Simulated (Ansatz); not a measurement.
# BeBH (triplet): the correlation ladder at distance B1–Be2 = 1.813 Å, cc-pVDZ

The task here is to estimate one member of a computed series from the others.

Method: cc-pVDZ, core rule «outside noble gas», up to 2 orbitals frozen; program: Ansatz 0.2.0, Gaussian basis.

The runs, in order: UHF; CCSD(T) on ROHF; CCSD(T) on UHF; BCCD(T) on ROHF; CISD; CCSDT(Q) on ROHF; CCSDT(Q) on UHF; CASSCF and MRCISD+Q, 4 electrons in 4 orbitals; CASSCF and NEVPT2, 4 electrons in 4 orbitals; Full CI.

23 further runs of the same task are left out: 10 for a known fault of the program, 11 that didn't finish, 2 set aside as unsound or not needed.

### What is computed

The geometry derives from a PBE0/def2-TZVP stationary point (not a proven minimum). One bond is set to the value named and the two fragments are kept rigid.

3 atoms, charge 0, spin multiplicity 3.

Atoms are counted from 1 here; the program's logs count them from 0.

Bond lengths: B1–Be2 1.813 Å, B1–H3 1.189 Å. Angles: Be2–B1–H3 180.0°.

As a file:

```xyz
3

B     0.00000    0.00000    0.20781
Be    0.00000    0.00000   -1.60501
H     0.00000    0.00000    1.39720
```

Set-up of the first run:

in.yaml

```yaml
crystal:
  periodic: [false, false, false]
  atoms:
    - {symbol: B, position_ang: [0.000000, 0.000000, 0.207806]}
    - {symbol: Be, position_ang: [0.000000, 0.000000, -1.605007]}
    - {symbol: H, position_ang: [0.000000, 0.000000, 1.397201]}
basis:
  gaussian: {orbitals: cc-pVDZ}
magnetization: {spin_polarized: true, initial_magnetization: 2}
hamiltonian: {xc: hf}
output: {orbitals: {seedname: orbitals}}
```

Started as:

```
ansatz run in.yaml --threads 1 --pin off --events-out ev --progress --plain --max-ram 2393MiB
```

Among the steps run: UHF; CCSD(T) on ROHF; CCSD(T) on UHF; BCCD(T) on ROHF; CISD; CCSDT(Q) on ROHF; CCSDT(Q) on UHF; CASSCF and MRCISD+Q, 4 electrons in 4 orbitals; CASSCF and NEVPT2, 4 electrons in 4 orbitals; Full CI.

One table of the session follows, with a row left open; its other results are not shown here.

| method | from FCI (kcal/mol) |
| --- | --- |
| ROHF | +66.01 |
| UHF | +64.29 |
| RMP2 | +17.27 |
| UMP2 | ? |
| CISD | +4.00 |
| RCCSD | +2.16 |
| UCCSD | +2.11 |
| RCCSD(T) | +0.60 |
| UCCSD(T) | +0.59 |
| BCCD(T) | +0.59 |
| RCCSDT | +0.08 |
| UCCSDT | +0.07 |
| RCCSDT(Q) | +0.02 |
| UCCSDT(Q) | +0.01 |
| CASSCF pair | +57.27 |
| MRCISD pair | +3.52 |
| MRCISD+Q pair | -0.07 |
| FCI | 0 |

**Question.** Estimate the row for UMP2.

The run gave: from FCI (kcal/mol): +17.34. In the column «from FCI (kcal/mol)» it lies between RMP2 (+17.27) and CASSCF pair (+57.27).

Not comparable, so not listed: CASSCF and NEVPT2, 4 electrons in 4 orbitals (they don't share determinant, frozen orbitals or solution with the rows shown, or repeat one).

Limits of these values: MRCISD+Q pair falls below full CI: the +Q correction isn't variational, and the cores differ from full CI's. Levels on UHF freeze UHF's core orbitals, full CI those of ROHF, so the U rows can settle a little off it for that reason alone. Restricted and unrestricted rows rest on different reference determinants; where their highest levels disagree by more than a few hundredths of an eV, they describe different states and don't form one ladder. Warnings in the runs' records: passed over end.
